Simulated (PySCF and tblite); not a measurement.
Results of a calculation; reference values are marked as such.
C₂H₄F₂, numbered as in [F:1][CH2:2][CH2:3][F:4].

Free energies: PBE0-D3(BJ)/def2-TZVP on PBE0-D3(BJ)/def2-SVP structures plus GFN2-xTB thermal terms, symmetry and mirror images included. Conformers within 4 kcal/mol (GFN2-xTB free energy) were kept, 5 at most. Programs: PySCF with density fitting and tblite.

Rotational constants are equilibrium values for the commonest isotopes; dipoles come from the energy level named.

Torsions listed: F1–C2–C3–F4. Of a mirror pair one member is shown.

```tsv
conformer	shape	symmetry	weight %
1	71°	C2 (pair)	92.8
2	180°	C2h	7.2
```

Sets of constants, in random order:

```
set  A (MHz)  B (MHz)  C (MHz)  abs μa (D)  abs μb (D)  abs μc (D)
  P    17720     5016     4404        0.00        2.53        0.00
  Q    32305     3914     3654        0.00        0.00        0.00
```

Match each set to its conformer.

P is conformer 1, Q is conformer 2.
